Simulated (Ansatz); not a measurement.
Relaxation of HO₃S (5 atoms, charge 0, multiplicity 2), to a largest force component of 0.015 eV/Å in at most 40 steps.

Theory: UKS PBE-D4/6-31G in Ansatz 0.2.0.

```xyz
5
Properties=species:S:1:pos:R:3
O 1.896 -0.283 0.577
S 0.550 -0.476 -0.103
O 0.561 -1.389 -1.329
O 0.113 1.000 -0.658
H -0.796 1.126 -0.181
```

**Question.** Where does it end, and by what steps?

**Answer.** It converged. Limits of this set-up: no polarisation functions. After 19 steps the energy has fallen by 1.474 eV; H5 moved furthest, 0.74 Å.

```json
{"step": "0", "energy less start (eV)": "0.0000", "largest force component (eV/Å)": "5.123", "accepted": "yes"}
{"step": "1", "energy less start (eV)": "-0.9396", "largest force component (eV/Å)": "2.638", "accepted": "yes"}
{"step": "2", "energy less start (eV)": "-1.1344", "largest force component (eV/Å)": "1.427", "accepted": "yes"}
{"step": "3", "energy less start (eV)": "-1.3165", "largest force component (eV/Å)": "0.979", "accepted": "yes"}
{"step": "4", "energy less start (eV)": "-1.3683", "largest force component (eV/Å)": "0.377", "accepted": "yes"}
{"step": "5", "energy less start (eV)": "-1.3782", "largest force component (eV/Å)": "0.117", "accepted": "yes"}
{"step": "6", "energy less start (eV)": "-1.3968", "largest force component (eV/Å)": "0.709", "accepted": "yes"}
{"step": "7", "energy less start (eV)": "-1.4115", "largest force component (eV/Å)": "0.826", "accepted": "yes"}
{"step": "8", "energy less start (eV)": "-1.4321", "largest force component (eV/Å)": "0.432", "accepted": "yes"}
{"step": "9", "energy less start (eV)": "-1.4577", "largest force component (eV/Å)": "0.295", "accepted": "yes"}
{"step": "10", "energy less start (eV)": "-1.4640", "largest force component (eV/Å)": "0.515", "accepted": "yes"}
{"step": "11", "energy less start (eV)": "-1.4670", "largest force component (eV/Å)": "0.244", "accepted": "yes"}
{"step": "12", "energy less start (eV)": "-1.4680", "largest force component (eV/Å)": "0.209", "accepted": "yes"}
{"step": "13", "energy less start (eV)": "-1.4502", "largest force component (eV/Å)": "0.796", "accepted": "no"}
{"step": "14", "energy less start (eV)": "-1.4712", "largest force component (eV/Å)": "0.183", "accepted": "yes"}
{"step": "15", "energy less start (eV)": "-1.4671", "largest force component (eV/Å)": "0.240", "accepted": "no"}
{"step": "16", "energy less start (eV)": "-1.4721", "largest force component (eV/Å)": "0.254", "accepted": "yes"}
{"step": "17", "energy less start (eV)": "-1.4737", "largest force component (eV/Å)": "0.030", "accepted": "yes"}
{"step": "18", "energy less start (eV)": "-1.4735", "largest force component (eV/Å)": "0.101", "accepted": "no"}
{"step": "19", "energy less start (eV)": "-1.4740", "largest force component (eV/Å)": "0.009", "accepted": "yes"}
```

```xyz
5
Properties=species:S:1:pos:R:3
O 2.240 -0.266 0.454
S 0.652 -0.583 0.096
O 0.275 -1.336 -1.332
O -0.196 1.083 -0.008
H -0.648 1.082 -0.904
```

Time of the run: 40 s on 1 thread of Arm Neoverse V1, on a shared host, peak memory 0.12 GiB.
